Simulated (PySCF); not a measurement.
**Multinuclear NMR of difluoroacetylene**

Cartesian coordinates in Å; atom numbers follow the order of the lines, from 1:
```xyz
4

F    -1.7546   -0.0468    0.9378
C    -0.5913    0.0036    0.3960
C     0.5962   -0.0027    0.2371
F     1.7598    0.0507   -0.3042
```

[PySCF: geometry from GFN2-xTB; shieldings: GIAO PBE0/pcSseg-1; J: B3LYP/pcJ-1; no solvent model; equivalent nuclei averaged; one computed conformer; non-relativistic Hamiltonian]

Question: Predict the ¹⁹F NMR data.

Answer: 
| atoms | environment | σ (ppm) | δ (ppm) |
| --- | --- | --- | --- |
| F1/F4 | fluorine bonded to C | 446.7 | -257.1 |

Shieldings were converted by a linear fit to measured shifts: ¹⁹F (scatter 6.0 ppm rms, 7.0 ppm with the 5 outliers that the fit left out vs CFCl3, solution or neat liquid, with a term for F on sp3 carbon). A few per cent of atoms miss by over 2 rms, more outside the fitted compound classes. Couplings are scaled by factors fitted to measured values: ¹J(C,F) × 0.77 (rms 8.7 Hz), ²J(C,F) × 1.14 (rms 1.9 Hz, 10.1 with 1 outliers); all others are unscaled and can be 10–30 % off.

Couplings (the largest are listed; each averaged over equivalent pairs): ¹J(F1,C2) = -320.4 Hz, ²J(F1,C3) = 75.4 Hz, ³J(F1,F4) = 70.9 Hz.

On a 300 MHz spectrometer ¹⁹F resonates near 282.3 MHz, so 1 ppm is 282.3 Hz.
